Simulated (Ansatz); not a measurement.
Basis-set extrapolation for `OC1NCS1` (PBE0-D4/def2-TZVP geometry, frozen core, Ansatz). Multiplicity 1, RHF reference.

|  | def2-TZVPP | def2-QZVPP |
| --- | --- | --- |
| HF | -605.539894 | -605.560920 |
| MP2 correlation | -0.953748 | -1.025166 |
| CCSD(T) correlation | -1.030347 | not run |

Energies in hartree. Use E(X) = E(∞) + A·exp(−7.88·√X) for Hartree–Fock and E(X) = E(∞) + B·X^(−2.97) for correlation, with X = 3 and 4, and add CCSD(T) minus MP2 of the smaller set to the MP2 limit.

Problem. What is the CCSD(T) energy at the basis-set limit?

Solution. HF limit: -605.560920 + (-0.021026) × 0.13774 = -605.56382. MP2 limit: -1.025166 + (-0.071418) × 0.74074 = -1.07807. Higher-order term: -1.030347 − (-0.953748) = -0.07660. Total: -606.71849 hartree, 389.2 kJ/mol below CCSD(T)/def2-TZVPP.
